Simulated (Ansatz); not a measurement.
# AlH₂O radical (SMILES [OH][AlH]): functionals against CCSD(T) at one geometry

One table from this session's results is given with a row withheld; the runs are named, their logs left out.

The runs use Ansatz 0.2.0, Gaussian basis; single points in def2-TZVPP.

Cores are frozen in the correlated methods. Orbitals are unrestricted. B3LYP uses VWN-RPA correlation.

### Where the work starts

SMILES `[OH][AlH]`, 4 atoms, charge 0, spin multiplicity 2.

Atoms are counted from 1 here; the program's logs count them from 0.

Bond lengths: O1–Al2 1.579 Å, O1–H3 1.035 Å, Al2–H4 1.646 Å. Angles: Al2–O1–H3 176.5°, O1–Al2–H4 114.7°.

Geometry (Å):

```xyz
4
AlH2O
O     0.2558   -0.6663    0.3962
Al    0.2756    0.8840    0.0966
H     0.3018   -1.6767    0.6155
H    -0.6471    1.3497   -1.1846
```

Set-up of the first run:

File run/in.yaml:

```yaml
crystal:
  periodic: [false, false, false]
  atoms:
    - {symbol: O, position_ang: [0.255800, -0.666300, 0.396200]}
    - {symbol: Al, position_ang: [0.275600, 0.884000, 0.096600]}
    - {symbol: H, position_ang: [0.301800, -1.676700, 0.615500]}
    - {symbol: H, position_ang: [-0.647100, 1.349700, -1.184600]}
basis:
  gaussian: {orbitals: def2-TZVPP}
magnetization: {spin_polarized: true, initial_magnetization: 1}
correlation: {method: ccsd_t}
scf: {omitted_lower_state_checks: [cluster_reference]}
output: {forces: true}
```

On the command line:

```console
$ ansatz run in.yaml --threads 4 --pin off --events-out ev --progress --plain --max-ram 5222MiB
```

Steps of the session up to this table: CCSD(T)/def2-TZVPP; PBE0-D4/def2-TZVPP; wB97M-V/def2-TZVPP; r2SCAN-D4/def2-TZVPP; PBE-D4/def2-TZVPP; BHLYP-D4/def2-TZVPP; B3LYP-D4/def2-TZVPP.

One table of the session follows, with a row left open; its other results are not shown here.

| method | RMS force component (eV/Å) | angle to CCSD(T) forces (°) | dipole (D) |
| --- | --- | --- | --- |
| CCSD(T) | 2.583 | reference | 1.71 |
| PBE0-D4 | ? | ? | ? |
| wB97M-V | 2.560 | 0.6 | 1.63 |
| r2SCAN-D4 | 2.487 | 0.7 | 1.71 |
| PBE-D4 | 2.453 | 4.1 | 1.62 |
| BHLYP-D4 | 2.602 | 4.4 | 1.64 |
| B3LYP-D4 | 2.511 | 0.8 | 1.61 |

Q: Estimate the row for PBE0-D4 from the others.

As computed: RMS force component (eV/Å): 2.517; angle to CCSD(T) forces (°): 1.5; dipole (D): 1.65. In the column «RMS force component (eV/Å)» it lies between B3LYP-D4 (2.511) and wB97M-V (2.560).
